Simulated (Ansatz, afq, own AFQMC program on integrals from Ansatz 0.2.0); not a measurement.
**Where AFQMC and coupled cluster stand for HCl, singlet**

```xyz
2

Cl    0.0000    0.0000    0.0000
H     0.0000    0.0000    3.4070
```

Basis cc-pVDZ. Noble-gas cores (and the filled d shells of Ga–Kr and In–Xe) are frozen. Ansatz 0.2.0 and our own AFQMC program on the same integrals; the CISD trial comes from CCSD amplitudes, and released means the phaseless constraint is let go. Error bars are statistical, one sigma.

Determinant: RHF, the one that the program's search chose, which needn't be the lowest solution. The geometry is a point of a scan.

Full CI on the same integrals is exact in this basis and with this determinant's frozen core.

Cautions: restricted determinant unstable towards unrestricted (UHF 4.43 eV lower, ⟨S²⟩ 1.00); strong correlation (T1 0.071, weight of the determinant 0.58, largest double 0.79); (T) is large, 10 % of the CCSD correlation; the CCSD(T) amplitudes may be one of several solutions (largest double 0.79); the CCSDT(Q) amplitudes may be one of several solutions (largest double 0.89); the CCSDTQ amplitudes may be one of several solutions (largest double 0.90); the released energies are still falling, so no released level is given (meV from the phaseless value at times in 1/Eh: -26 ± 6 at 0.24, -46 ± 9 at 0.51, -83 ± 7 at 0.99, -106 ± 7 at 1.62, -145 ± 12 at 2.40); the next higher spin lies close (full CI puts it 35 meV above).

The T1 diagnostic is 0.0711. The weight of the determinant in the CISD state is 0.582 and the size of the correlated space is 8 electrons in 18 orbitals.

Reference: full CI, correlation energy -7.938 eV. The cautions show a poor starting determinant, so the rows tell how each method copes with it here, and full CI is the sure value.

```tsv
level	E − E(reference) (kcal/mol)	share of correlation (%)
HF	183.06	0.00
MP2	43.07	76.47
CCSD	12.05	93.42
CCSD(T)	-5.59	103.05
CCSDT	0.43	99.77
CCSDT(Q)	-0.40	100.22
CCSDTQ	0.03	99.98
ph-AFQMC/CISD	6.21 ± 0.21	96.61
```

CCSDT and higher add their correlation energy to the determinant of the CCSD(T) run, since their own runs factorise the integrals more tightly (a shift of under 2 meV). A walk keeps the symmetry of its determinant, which the program's search chose and which needn't be the lowest solution, so a lower state of the same spin and another symmetry isn't excluded.
